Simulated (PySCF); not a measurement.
**Structure from 2D NMR**

Compound of formula C3H6F2O. Correlations simulated from computed shifts and couplings:

HSQC (one-bond C–H):
```tsv
δH	δC	1J(C,H) (Hz)
5.80	121.6	216
3.50	62.6	146
1.36	16.2	134
```

COSY cross peaks (|J| ≥ 2 Hz):
```tsv
δH	δH	abs. J (Hz)	bonds
3.50	1.36	8.0	3
```

HMBC (two and three bonds, |J| ≥ 2.5 Hz):
```tsv
δH	δC [abs. J in Hz]
5.80	62.6 [2.6]
1.36	62.6 [3.6]
```

Computed data (PySCF): shielding tensors at PBE0/pcSseg-1 (GIAO), structure optimised with PBE0-D3(BJ)/def2-SVP, J: B3LYP/pcJ-1 (spin–dipole term only in couplings to heteroatoms). Equivalent nuclei averaged, single conformer, no solvent model, no relativistic terms.

References, each an isolated molecule treated in the same way: TMS for 1H (31.27 ppm) and 13C (184.41 ppm).

Exchangeable hydrogens are left out of these lists, and C,H couplings along chains are those of one rotamer, so weak HMBC peaks may be missing or extra.

Problem. Work out the connectivity.

Solution. SMILES O(CC)C(F)F.

Atom-mapped SMILES (the numbers label the heavy atoms): `[CH3:1][CH2:2][O:3][CH:4]([F:5])[F:6]`; H(Xn) means a hydrogen on atom n.

δC 121.6 is C4, an sp3 CH bonded to 2 F and O (δH 5.80). δC 62.6 is C2, an sp3 CH2 bonded to O (δH 3.50). δC 16.2 is C1, a methyl carbon (δH 1.36). COSY links 3.50–1.36.

The shifts were computed for this structure.

Common functionals overestimate the size of one-bond C–F couplings by tens of Hz; these are unscaled. Unscaled 3J(H,H) at this level run about 10 % above measured values. Shifts are as computed. Against solution values, carbons near 30 ppm lie about +2 ppm off and those near 130 ppm about +5 ppm. Of 1211 compounds with measured shifts, 218 miss one by over three times the rms of a fit or turn the order of signals round; such compounds aren't used in these exercises.
